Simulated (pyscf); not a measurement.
`[O]=[CrH](=[O])[OH]` → `[O]=[Cr](=[O])=[O]` + `[H][H]`, an elimination (singlet surface; Cr–H, H–O broken, H–H formed). Optimised with ωB97X-D3(BJ)/def2-SVP in PySCF. Energies in eV from the reactant's lowest minimum found.

Small-basis levels: PySCF, no dispersion term, spherical d functions. AM1 to PM7: differences of heats of formation from MOPAC, which are fitted to 298 K values and so differ in kind from electronic energies by zero-point and thermal terms. GFN2-xTB: tblite. Cost: rough CPU time at the saddle relative to B3LYP/6-31G*+LANL2DZ, from one job on a shared machine.

```json
[
 {"level": "BP86/6-31G*+LANL2DZ", "barrier": "1.61", "reaction energy": "+1.55", "cost": "1"},
 {"level": "B3LYP/STO-3G", "barrier": "2.10", "reaction energy": "+2.79", "cost": "0.6"},
 {"level": "PBE/def2-SVP", "barrier": "1.49", "reaction energy": "+1.87", "cost": "1"},
 {"level": "B3LYP/def2-SVP", "barrier": "1.80", "reaction energy": "+2.02", "cost": "0.9"},
 {"level": "GFN2-xTB", "barrier": "2.22", "reaction energy": "+4.49", "cost": "under 0.02"},
 {"level": "PM6", "barrier": "0.57", "reaction energy": "+0.56", "cost": "under 0.02"},
 {"level": "PM7", "barrier": "1.06", "reaction energy": "-0.19", "cost": "under 0.02"},
 {"level": "ωB97M-D3(BJ)/def2-TZVP", "barrier": "1.91", "reaction energy": "+2.22", "cost": "–"}
]
```

Against the last row the barrier runs from -1.34 (PM6) to +0.31 eV (GFN2-xTB). ωB97M-D3(BJ)/def2-TZVP has limits of its own. On the product side the descent ends in an adduct with a Cr–H contact, 0.74 eV under the separated species and 0.45 eV under the saddle at ωB97X-D3(BJ)/def2-TZVP. At ωB97M-D3(BJ) the saddle lies under the separated products, which points to a path from their complex (located at ωB97X-D3(BJ) alone), and parting the products costs more than the saddle. One saddle was located; it need not be the lowest between these sides.
